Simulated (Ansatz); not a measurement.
```yaml
crystal:
  periodic: [false, false, false]
  atoms:
    - {symbol: C, position_ang: [1.166949, -0.419150, 1.358202]}
    - {symbol: C, position_ang: [0.460742, -0.108299, 0.437213]}
    - {symbol: C, position_ang: [-0.367568, 0.271664, -0.665591]}
    - {symbol: N, position_ang: [-0.035870, 1.059165, -1.602730]}
    - {symbol: S, position_ang: [-1.987027, -0.426486, -0.707289]}
    - {symbol: H, position_ang: [1.798382, -0.690412, 2.171851]}
    - {symbol: H, position_ang: [0.915588, 1.395177, -1.469407]}
    - {symbol: H, position_ang: [-1.859096, -1.138859, 0.421950]}
basis:
  gaussian: {orbitals: STO-3G, fitting: {mean_field: def2-universal-jkfit}}
total_charge: -1
magnetization: {spin_polarized: true, initial_magnetization: 1}
hamiltonian: {xc: {name: wB97}}
accuracy: high
```

```sh
$ ansatz run in.yaml --threads 2 --pin off --events-out ev --progress --plain --max-ram 4352MiB
```

Shortened log:

```
Functional definition: wB97
484 factors; integrals over basis functions are off by at most 8.7e-3 eV
484 factors; integrals over basis functions are off by at most 2.7e-8 eV
mean field evaluation 1: about -15295.0501 eV, gradient 2.2e1 eV
mean field evaluation 2: about -15296.0824 eV, gradient 2.1e1 eV
mean field evaluation 4: about -15298.2536 eV, gradient 1.4e0 eV
mean field evaluation 8: about -15298.2900 eV, gradient 6.0e-2 eV
mean field evaluation 16: about -15298.2902 eV, gradient 3.2e-4 eV
mean field -15298.29016221 eV, -562.2017939076 hartree, gradient 6.0e-8 eV, S^2 0.766909; 0 other end points of the search recorded, 0 dependent functions left out
reference -15298.29016163 eV, -562.2017938864 hartree; 23, 22 occupied and 9, 10 virtual orbitals, 484 factors
Total energy: -15298.29016163 eV, -562.2017938864 hartree
```

Hardware: 2 threads of an Arm Neoverse V2 on a shared host. Wall time 10 s, peak host memory 0.58 GiB.
